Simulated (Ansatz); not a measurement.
## B4C (R-3m, No. 166; cell taken from a computed entry)

Calculation: LDA (Ansatz, a quantum-chemistry and plane-wave program, plane waves, PAW).

Numerical settings: plane-wave cutoff 520 eV, 8×8×8 k mesh, scalar-relativistic PAW data made under PBE.

Cell: relaxed at this level.

```
Item                                       Result
----------------------------------------  -------
Voigt–Reuss–Hill bulk modulus             243 GPa
polycrystal shear modulus (Hill average)  178 GPa
Young modulus                             428 GPa
Poisson ratio                               0.206
```

Note: the relaxation could not lower the start's symmetry, so the cell can be a saddle point above a distorted one.

Elastic constants are with the ions relaxed.

Static lattice: no zero-point or thermal effects.

Computing time: very roughly 60 core-minutes.
